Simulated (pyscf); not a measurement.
Structures and frequencies: ωB97X-D3(BJ)/def2-SVP in PySCF.

**Question.** For `[SnH2]` [singlet] + `[NH3]` + `[H][H]` → `[SnH4]` + `[NH3]`, a multi-bond step (singlet surface; H–N, H–H broken, H–Sn, H–Sn, H–N formed), PBE/def2-TZVP gives ΔE‡ = 19.9 kJ/mol and ΔE = -87.5 kJ/mol (zero: the separated reactants). In which direction and how far do r²SCAN/def2-TZVP, B3LYP-D3(BJ)/def2-TZVP, ωB97M-D3(BJ)/def2-TZVP move these?

**Answer.** r²SCAN: ΔE‡ = 21.3 kJ/mol, ΔE = -101.1 kJ/mol; B3LYP-D3(BJ): ΔE‡ = 40.4 kJ/mol, ΔE = -81.5 kJ/mol; ωB97M-D3(BJ): ΔE‡ = 43.7 kJ/mol, ΔE = -95.5 kJ/mol. PBE's barrier lies under all of them, by 1.4 to 23.8 kJ/mol. Its reaction energy lies among theirs. On the reactant side the descent ends in a bound adduct, 38.2 kJ/mol under the separated species and 75.3 kJ/mol under the saddle at ωB97X-D3(BJ)/def2-TZVP. One saddle was located; it need not be the lowest between these sides. Elements past Kr carry the def2 core potentials, without spin-orbit coupling.
